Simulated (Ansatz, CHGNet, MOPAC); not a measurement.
Rock-salt KF, equilibrium lattice constant a

Reference value: 5.311 Å (measured, low temperature, zero-point motion not removed; as tabulated in Doll and Stoll (1997), arXiv:cond-mat/9707218).

### Question
Put these levels in order of the equilibrium lattice constant a that they give for rock-salt KF, smallest first: AM1 semi-empirical Hartree-Fock (MOPAC), CHGNet-r²SCAN, HSE06 (Ansatz, a program for electronic structure), Hartree–Fock (Ansatz), r²SCAN (Ansatz).

### Answer
r²SCAN (5.318 Å), CHGNet-r²SCAN (5.354 Å), HSE06 (5.370 Å), Hartree–Fock (5.439 Å), AM1 semi-empirical Hartree-Fock (MOPAC) (5.733 Å)

Differences against the reference: AM1 semi-empirical Hartree-Fock (MOPAC) +7.95 %, CHGNet-r²SCAN +0.81 %, r²SCAN +0.13 %, HSE06 +1.11 %, Hartree–Fock +2.41 %.

The reference isn't brought to a static lattice, while the calculations are for one, so the differences are not the levels' errors alone. A static lattice is as a rule a little smaller than the measured one.  AM1 semi-empirical Hartree-Fock (MOPAC): the method was fitted mainly to molecules. AM1 semi-empirical Hartree-Fock (MOPAC): the run uses a supercell at the zone centre in place of a k mesh. Cutoffs and k meshes differ between the levels. Ansatz's density-functional and Hartree–Fock values are scalar-relativistic unless marked +SOC, with PAW data made under PBE.

Machine-learned potentials (CHGNet-r²SCAN) are trained on DFT data: a solid inside that data is no test of them.

Differences are worked out from the printed values.
